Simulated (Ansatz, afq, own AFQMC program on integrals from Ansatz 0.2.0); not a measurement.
AFQMC on a folder of integrals that Ansatz 0.2.0 wrote.

```yaml
crystal:
  periodic: [false, false, false]
  atoms:
    - {symbol: N, position_ang: [0.000000, 0.000000, 0.061647]}
    - {symbol: O, position_ang: [0.000000, 0.000000, -1.151416]}
    - {symbol: H, position_ang: [0.000000, 0.000000, 1.089769]}
basis:
  gaussian: {orbitals: cc-pVDZ}
magnetization: {spin_polarized: true, initial_magnetization: 2}
correlation: {method: ccsd_t, electrons: outside_noble_gas, hamiltonian_folder: ham}
```

```sh
$ ansatz run in.yaml --threads 1 --pin off --events-out ev --progress --plain --max-ram 1382MiB
```

afq runs on the folder ham with

```
--method phaseless --trial hf --walkers 120 --populations 1 --least-time 40 --time-step 0.005 --steps-per-block 20 --equilibration-blocks 112 --max-blocks 600 --target-error 0.00126 --factor-cut 1e-05 --start spin_pure --seed 9722 --taylor-order 6
```

Times are imaginary, in 1/Eh. The walk had a cap of 820 s.

Log:

```
orbitals 31  electrons 7 5  factors 228 of 307
reference energy -129.76021539 Eh
CCSD correlation -0.33254645 Eh in 10 cycles, weight of the determinant in the CISD state 0.8985
energy of the start -129.761568 Eh
 block  time / (1/Eh)  mean weight  energy / Eh
     1     0.100  1.0031  -129.864811
     2     0.200  1.0054  -129.952535
     3     0.300  1.0047  -129.997708
     4     0.400  1.0022  -130.012629
     5     0.500  1.0018  -130.039911
    10     1.000  0.9990  -130.065075
    86     8.600  0.9965  -130.125951
   171    17.100  1.0000  -130.052839
   188    18.800  1.0027  -130.190549
   256    25.600  0.9975  -130.102863
   341    34.100  0.9993  -130.063423
   426    42.600  1.0005  -130.075620
   511    51.100  1.0001  -130.098019
   562    56.200  0.9946  -130.028291
   596    59.600  0.9991  -130.067804
   681    68.100  1.0001  -130.061952
   698    69.800  1.0031  -130.157228
blocks merged  error / Eh  count
     1  0.001230  600
     2  0.001616  300
     4  0.002040  150
     8  0.002515  75
    16  0.002699  37
    32  0.002491  18
    64  0.002170  9
energy -130.098365 +/- 0.002699 Eh
(rows thinned)
```

The run passed its tests (sampling time, drift between the halves within three errors, error under three times the target), which doesn't prove that it has relaxed.

Against this walk (error 73.4 meV) on the same determinant: CCSD(T) 95.8 meV lower (within the noise), CCSDT(Q) 143.4 meV lower (within the noise), a separate phaseless walk with a CISD trial and standard settings 86.1 ± 75.4 meV lower (within the noise). The error is statistical and leaves out the bias of the constraint.

Cautions: constraint bias not in the error; error above the target (73.4 against 34.3 meV); lower spins were not checked.

The walk took 2.1 min on 1 thread of Intel(R) Xeon(R) 6975P-C (Granite Rapids), on a shared host. The log's last line is the phaseless energy.

CCSDT and higher add their correlation energy to the determinant of the CCSD(T) run, since their own runs factorise the integrals more tightly (a shift of under 2 meV). A walk keeps the symmetry of its determinant, which the program's search chose and which needn't be the lowest solution, so a lower state of the same spin and another symmetry isn't excluded.
